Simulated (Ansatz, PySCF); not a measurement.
Bond stretch in ClF, singlet.

Computed with: RKS-PBE = restricted PBE/cc-pVTZ in Ansatz (an electronic-structure program); UKS-PBE = unrestricted PBE/cc-pVTZ in Ansatz; RKS-B3LYP = restricted B3LYP/cc-pVTZ (PySCF 2.14.0); UCCSD(T) = CCSD(T) on UHF/cc-pVTZ, 6 core orbitals frozen in PySCF.

Energies relative to the lowest point of each curve near equilibrium, in kcal/mol; the last columns give the difference from UCCSD(T):

| R / Å | RKS-PBE | UKS-PBE | RKS-B3LYP | UCCSD(T) | RKS-PBE − UCCSD(T) | UKS-PBE − UCCSD(T) | RKS-B3LYP − UCCSD(T) |
|---|---|---|---|---|---|---|---|
| 1.21 | 154.3 | 154.3 | 150.7 | 150.4 | 3.8 | 3.8 | 0.3 |
| 1.28 | 93.0 | 93.0 | 90.1 | 89.5 | 3.5 | 3.5 | 0.7 |
| 1.39 | 36.7 | 36.7 | 34.8 | 34.0 | 2.7 | 2.7 | 0.8 |
| 1.46 | 17.3 | 17.3 | 16.0 | 15.4 | 1.9 | 1.9 | 0.6 |
| 1.53 | 6.3 | 6.3 | 5.5 | 5.1 | 1.2 | 1.2 | 0.3 |
| 1.58 | 2.1 | 2.1 | 1.6 | 1.5 | 0.7 | 0.7 | 0.2 |
| 1.62 | 0.5 | 0.5 | 0.2 | 0.2 | 0.3 | 0.3 | 0.1 |
| 1.65 | 0.0 | 0.0 | 0.0 | 0.0 | 0.0 | 0.0 | 0.0 |
| 1.70 | 0.5 | 0.5 | 0.8 | 0.8 | -0.4 | -0.4 | 0.0 |
| 1.78 | 3.6 | 3.6 | 4.5 | 4.9 | -1.3 | -1.3 | -0.4 |
| 1.86 | 8.7 | 8.7 | 10.2 | 11.0 | -2.3 | -2.3 | -0.9 |
| 2.00 | 20.1 | 20.1 | 22.5 | 23.8 | -3.7 | -3.7 | -1.2 |
| 2.21 | 38.3 | 36.5 | 42.3 | 41.6 | -3.3 | -5.0 | 0.7 |
| 2.43 | 55.2 | 49.3 | 60.9 | 50.9 | 4.3 | -1.6 | 10.1 |
| 2.69 | 70.9 | 59.7 | 78.6 | 54.0 | 16.8 | 5.6 | 24.5 |
| 2.90 | 80.2 | 63.9 | 89.3 | 54.6 | 25.6 | 9.3 | 34.7 |
| 3.26 | 90.8 | 67.1 | 102.1 | 54.6 | 36.2 | 12.5 | 47.5 |
| 3.60 | 96.7 | 68.7 | 109.6 | 54.7 | 42.0 | 14.0 | 55.0 |
| 3.95 | 100.1 | 69.5 | 114.4 | 54.8 | 45.3 | 14.8 | 59.6 |
| 4.37 | 102.4 | 70.1 | 117.8 | 54.9 | 47.5 | 15.2 | 62.9 |
| 4.81 | 103.5 | 70.4 | 119.8 | 54.9 | 48.6 | 15.4 | 64.9 |
| 5.73 | 104.3 | 70.5 | 121.9 | 55.0 | 49.3 | 15.5 | 66.9 |
| 6.51 | 104.5 | 70.5 | 122.8 | 55.0 | 49.5 | 15.6 | 67.9 |

RKS-PBE is furthest from UCCSD(T) at 6.51 (49.5 kcal/mol, above); its mean absolute difference over the points is 17.0 kcal/mol.

UKS-PBE is furthest from UCCSD(T) at 6.51 (15.6 kcal/mol, above); its mean absolute difference over the points is 6.4 kcal/mol.

RKS-B3LYP is furthest from UCCSD(T) at 6.51 (67.9 kcal/mol, above); its mean absolute difference over the points is 21.7 kcal/mol.

The restricted form behind RKS-PBE, RKS-B3LYP keeps the bonding electrons paired and can't separate into open-shell fragments. The unrestricted determinant behind UKS-PBE is spin-contaminated at 2.21 to 6.51 Å (<S²> up to 1.0, against 0.00 for a pure singlet). At the longest distance RKS-B3LYP leaves fractional charges on the fragments, a sign of delocalisation error or of the restricted form. The unrestricted determinant behind UCCSD(T) is spin-contaminated at 1.78 to 6.51 Å (<S²> up to 1.0, against 0.00 for a pure singlet).
